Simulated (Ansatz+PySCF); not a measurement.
A calculation with PySCF 2.14.0.

```python
from pyscf import gto, scf, cc

mol = gto.M(atom="""
N 0.000000 0.000000 1.760000
S 0.000000 0.000000 0.000000
B 0.000000 0.000000 -1.890000
""", basis='sto-3g', charge=0, spin=0)
mf = scf.UHF(mol)
mf.kernel()
mycc = cc.CCSD(mf, frozen=7).run()
et = mycc.ccsd_t()
print(mf.e_tot, mycc.e_corr, et, mycc.e_tot + et)
```

The script is written out from the run's settings.

The run gave:

| Quantity | Value |
| --- | --- |
| Converged | yes |
| Reference energy | -470.95185 hartree |
| CCSD correlation energy | -0.16778 hartree |
| Triples correction | -0.02050 hartree |
| Total energy | -471.14013 hartree |
| Spin squared of the determinant | 0.000 |

This is not the lowest solution: another run reaches a determinant 1.90 eV lower. Caution: large amplitudes, a single reference is doubtful.
